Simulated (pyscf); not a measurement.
Elimination: HO–SiH₂• -> [O=SiH]• + H₂

Gas phase, doublet surface, charge 0. Bonds broken: O1–H3, Si2–H4. Bonds formed: H3–H4. PySCF, gas phase, ωB97X-D3(BJ)/def2-SVP geometries.

Transition state (Å):

```xyz
5

O      0.9451     0.9542     0.5049
Si     0.6749     0.7547    -1.0612
H     -0.3928     0.4459     0.2049
H     -0.9663     0.2454    -0.5346
H      1.0894    -0.5423    -1.7197
```

One imaginary mode, 1621i cm⁻¹; descent along it reached the two sides named.

| bond | change | reactant side (Å) | saddle | product side |
|---|---|---|---|---|
| O1–H3 | breaks | 0.963 | 1.462 | 3.2 |
| Si2–H4 | breaks | 1.503 | 1.797 | 3.0 |
| H3–H4 | forms | 2.9 | 0.957 | 0.761 |

Electronic energies relative to the reactant's lowest minimum found (kJ/mol):

```
level                   barrier  reaction energy  reverse barrier
----------------------  -------  ---------------  ---------------
ωB97X-D3(BJ)/def2-TZVP    267.2           +175.6             91.7
PBE/def2-TZVP             226.6           +147.1             79.5
r²SCAN/def2-TZVP          246.0           +163.0             83.0
B3LYP-D3(BJ)/def2-TZVP    252.8           +155.5             97.2
PBE0-D3(BJ)/def2-TZVP     255.9           +179.2             76.6
M06-2X/def2-TZVP          272.7           +177.6             95.2
ωB97M-D3(BJ)/def2-TZVP    259.7           +163.5             96.3
HF/def2-TZVP              339.0           +211.7            127.3
```

With ωB97M-D3(BJ)/def2-TZVP energies and thermal terms (ideal gas, 1 atm, RRHO with modes under 100 cm⁻¹ raised to 100, one conformer, R ln 2 for chiral ones without a mode under 150 cm⁻¹), in kJ/mol:

```tsv
T (K)	ΔH‡	ΔG‡	ΔH	ΔG
298	244.1	245.8	+143.1	+110.5
600	241.8	248.4	+145.1	+76.4
900	240.2	252.1	+144.6	+42.2
1200	238.9	256.3	+142.9	+8.2
```

At the saddle there is also a short H–Si contact that neither side keeps. The same reactants have a lower exit, to •O–SiH₃ (barrier +190.7 kJ/mol at ωB97M-D3(BJ)/def2-TZVP, against +259.7 kJ/mol here). One saddle was located; it need not be the lowest between these sides.
